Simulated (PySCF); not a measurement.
C3H4.
SMILES with atom numbers: `[CH:1]1=[CH:2][CH2:3]1` (hydrogens: H4 on C1; H5 on C2; H6, H7 on C3)

Structure used (GFN2-xTB), in Å, numbered top down from 1:
```
atom  x, y, z in Å
C1    -0.5857    0.6609   -0.0763
C2    -0.6197   -0.6307    0.0338
C3     0.7491   -0.0171    0.0182
H4    -1.0737    1.5989   -0.1717
H5    -1.1560   -1.5445    0.0983
H6     1.3205    0.0461    0.9385
H7     1.3688   -0.1088   -0.8679
```

Level of theory: wB97X-D/def2-SVPD in PySCF (dipole) on a GFN2-xTB geometry, gas phase.

Take the most abundant isotopes and a rigid rotor. 

(1) Give the principal moments of inertia and the rotational constants in MHz.

(2) Classify the top.

(3) Is it planar, by Δ = Ic − Ia − Ib?

(4) Give the other two planar moments, Paa and Pbb, and the rms extents of the mass along the axes.

(5) List the rotational levels J(Ka,Kc) to J = 3 (MHz).

(6) Predict some low-J microwave lines.

(7) Estimate the classical rotational partition function at 10 K, 200 K and 298.15 K.

Answers

(1) Ia = 16.77, Ib = 22.66, Ic = 36.11 u·Å²; 505379 MHz·u·Å²/I gives A = 30143, B = 22301, C = 13995 MHz.

(2) An asymmetric top; Ray's κ = 0.029.

(3) Not planar: Δ = Ic − Ia − Ib = -3.32 u·Å². For a rigid frame Δ = −2 Σ m c², so Σ m c² = 1.66 u·Å² lies off the ab plane, practically all of it from hydrogen. The atom farthest from that plane is 0.91 Å away.

(4) Paa = Σ m a² = (Ib + Ic − Ia)/2 = 21.00 and Pbb = Σ m b² = (Ia + Ic − Ib)/2 = 15.11 u·Å². With the mass M = 40.03 u, the rms extents √(P/M) along a, b and c are 0.72, 0.61, 0.20 Å.

(5) Above 0(0,0):
J = 1: 1(0,1) 36296, 1(1,1) 44138, 1(1,0) 52444
J = 2: 2(0,2) 104904, 2(1,2) 108423, 2(1,1) 133342, 2(2,1) 156868, 2(2,0) 160851
J = 3: 3(0,3) 201634, 3(1,3) 202746, 3(1,2) 251216, 3(2,2) 265755, 3(2,1) 281896, 3(3,1) 327835, 3(3,0) 329204
Those of J = 1 are B + C, A + C and A + B.

(6) The dipole components are |μa| = 0.46 D, |μb| = 0.00 D, |μc| = 0.00 D; the symmetry axis of this C2v structure is a, so μb and μc vanish by symmetry and there are no b-type or c-type lines. Some lines, for components of 0.1 D or more:

```csv
type,branch,"J(Ka,Kc)",MHz,lower level (cm⁻¹)
a,Q,"4(4,0) ← 4(4,1)",386,18.618
a,Q,"3(3,0) ← 3(3,1)",1368,10.935
a,Q,"2(2,0) ← 2(2,1)",3983,5.233
a,Q,"4(3,1) ← 4(3,2)",8038,15.958
a,Q,"1(1,0) ← 1(1,1)",8306,1.472
a,Q,"3(2,1) ← 3(2,2)",16141,8.865
a,Q,"2(1,1) ← 2(1,2)",24919,3.617
a,R,"1(0,1) ← 0(0,0)",36296,0.000
a,Q,"4(2,2) ← 4(2,3)",36935,13.598
a,R,"2(1,2) ← 1(1,1)",64285,1.472
a,R,"2(0,2) ← 1(0,1)",68608,1.211
a,Q,"4(1,3) ← 4(1,4)",75027,10.872
a,R,"2(1,1) ← 1(1,0)",80898,1.749
a,R,"3(1,3) ← 2(1,2)",94324,3.617
a,R,"3(0,3) ← 2(0,2)",96730,3.499
a,R,"3(1,2) ← 2(1,1)",117874,4.448
a,R,"3(2,1) ← 2(2,0)",121044,5.365
a,R,"4(1,4) ← 3(1,3)",123179,6.763
a,R,"4(0,4) ← 3(0,3)",124003,6.726
a,R,"4(1,3) ← 3(1,2)",149735,8.380
a,R,"4(3,2) ← 3(3,1)",150574,10.935
a,R,"4(3,1) ← 3(3,0)",157243,10.981
a,R,"4(2,2) ← 3(2,1)",162696,9.403
```

(7) Point group C2v, symmetry number σ = 2; q = (√π/σ)·√((kT/h)³/(ABC)), k/h = 20836.6 MHz/K: 27.5 at 10 K, 2460 at 200 K, 4470 at 298.15 K.

No frequency check. These are rigid-rotor constants of the computed structure; measured ground-state constants (B0) also hold zero-point vibration.

Hardware: an x86-64 server with one thread, no GPU, on a shared host. Cost: 3.9 s of wall time. This is the wB97X-D/def2-SVPD job that gave the dipole, with the excitations it also computed.
